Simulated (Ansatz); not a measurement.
AlH₂S₂, SMILES `[SH][Al][SH]` radical. Total charge 0; spin multiplicity 2.

```xyz
5

S     0.1484   -1.3152    0.8882
Al   -0.6759    0.6467    0.3274
S     0.1653    1.5682   -1.4844
H    -0.6381   -1.4346    1.9711
H     1.0004    0.5349   -1.7022
```

**Question.** Give the diagnostics of a CCSD(T)/def2-TZVPP run (frozen core, the Gaussian-basis code of Ansatz). (Estimate.)

**Answer.** Computed: T1 = 0.0145, largest single amplitude 0.033, largest double 0.023, (T) share of the correlation energy 4.6 %, 10 CCSD cycles. ⟨S²⟩ of the UHF reference is 0.755 against 0.75 for a pure state. T1 lies under the customary mark of 0.045 for open shells.
